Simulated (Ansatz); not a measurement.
**How the TA phonon frequency at X of rock-salt LiCl moves with the method**

No measured value is used here.

```csv
level (code),value (cm⁻¹),cell (Å³/atom)
LDA (Ansatz),…,15.29
PBE (Ansatz),127,17.08
r²SCAN (Ansatz),133,16.70
```

Task: Complete the blanks.

Result: 
- LDA (Ansatz, a quantum-chemistry and plane-wave program), value (cm⁻¹): 129

Each level is taken at its own relaxed cell. Cutoffs differ between the levels. Ansatz's density-functional and Hartree–Fock values are scalar-relativistic unless marked +SOC, with PAW data made under PBE.
